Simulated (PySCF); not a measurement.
Work out the structure from these simulated measurements.

Elements present: C, H, O and S. Monoisotopic mass: 78.0139 u.

| Quantity | Value |
| --- | --- |
| UV, first state | lowest singlet excitation: 5.86 eV (212 nm, f = 0.001) [TDDFT CAM-B3LYP/aug-cc-pVTZ] |
| 13C NMR | chemical shifts (computed TMS as zero) by class: 43.8 (2 C) ppm [GIAO B97-2/pcSseg-2] |
| 1H NMR | chemical shifts (computed TMS as zero) by class: 2.17 (6 H) ppm [GIAO B97-2/pcSseg-2] |
| Rotational structure | rotational constants A, B, C: 7.051, 6.962, 4.239 GHz [PBE0-D3(BJ)/def2-TZVP] |
| UV, strongest line | among the 10 lowest singlet transitions: S4 at 6.56 eV (189 nm, f = 0.103) [TDDFT CAM-B3LYP/aug-cc-pVTZ] |
| Dipole | 4.19 D [CAM-B3LYP/aug-cc-pVTZ] |
| NMR, other nuclei | isotropic shieldings of nuclei other than C and H, by class: 280 (1 O), 195 (1 S) ppm [GIAO B97-2/pcSseg-2] |

Electronic properties: PySCF, gas phase, density fitting. Levels stand in brackets. Geometry: PBE0-D3(BJ)/def2-TZVP; no solvent, vibrations or thermal averaging. Each NMR value is the plain mean over a class of atoms that symmetry, rotation or inversion makes alike.

Task: Which formula fits the mass and the elements?

Result: C2H6OS (calculated 78.0139). No other formula that holds each of these elements comes within 0.0003 u with a fitting electron parity and a possible valence count.

Task: Give a SMILES that accounts for the data.

Result: Numbering: `[CH3:1][S:2]([CH3:3])=[O:4]`. 2 carbons fall into 1 class: S-methyl carbon [C1/C3] (43.8 ppm, 2 C). All hydrogens form one class (2.17 ppm): methyl hydrogen. The other shieldings belong to: 280 ppm, sulfinyl oxygen [O4]; 195 ppm, sulfinyl sulfur [S2]. By its constants the optimised geometry is a nearly oblate symmetric top. Structure: `CS(=O)C`. The assignments are read from this structure; whether some other isomer fits the data as well wasn't checked.
